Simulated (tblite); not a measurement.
C6H8 (charge +1 and doublet state).
Bonds: C1–C2 (double), C2–C3, C3–C4, C3–C5, C5–C6, C3–C6. Hydrogens: H7 on C1; H8, H9, H10 on C4; H11, H12 on C5; H13, H14 on C6.

Computed geometry: GFN2-xTB, gas phase. This method treats the open shell by occupation alone, without spin polarisation.

Problem. What internal coordinates does the optimisation give?

Solution. 
| bond | length (Å) |
| --- | --- |
| C1=C2 | 1.214 |
| C2–C3 | 1.399 |
| C3–C4 | 1.482 |
| C3–C5, C3–C6 | 1.583 |
| C5–C6 | 1.447 |
| C1–H7 | 1.056 |
| C4–H8, C4–H9, C4–H10 | 1.093 |
| C5–H11, C6–H14 | 1.081 |
| C5–H12, C6–H13 | 1.082 |

Bonds in one row agree within 0.01 Å and their mean is given. A selection of angles:
| angle | degrees |
| --- | --- |
| C2–C1–H7 | 179.8 |
| C1–C2–C3 | 179.8 |
| C2–C3–C4 | 118.2 |
| C2–C3–C5 | 115.6 |
| C4–C3–C5 | 118.7 |
| C5–C3–C6 | 54.4 |
| C3–C4–H8 | 110.7 |
| H8–C4–H9 | 104.8 |
| H8–C4–H10 | 109.2 |
| C3–C5–C6 | 62.8 |
| C3–C5–H11 | 114.7 |
| C3–C5–H12 | 112.8 |
| C6–C5–H11 | 119.7 |
| C6–C5–H12 | 120.2 |
| H11–C5–H12 | 115.2 |

Dihedral angles: C2–C3–C5–C6 -104° (anticlinal); C2–C3–C6–C5 104° (anticlinal).

The 3-membered ring C3–C5–C6 has internal angles of 54.4° to 62.8°. Of the pairs four or more bonds apart, H10···H12 is among the closest relative to their van der Waals radii: 2.50 Å, 104 % of the sum of Bondi's values. The C–C distances run from 1.214 Å (C1=C2, drawn double in a drawing that doesn't fit all lengths) to 1.583 Å (C3–C5, drawn single in a drawing that doesn't fit all lengths), a spread of 0.369 Å.

Point group: Cs (every atom within 0.08 Å of its image). Its GFN2-xTB frequencies are all real (lowest 121 cm⁻¹).
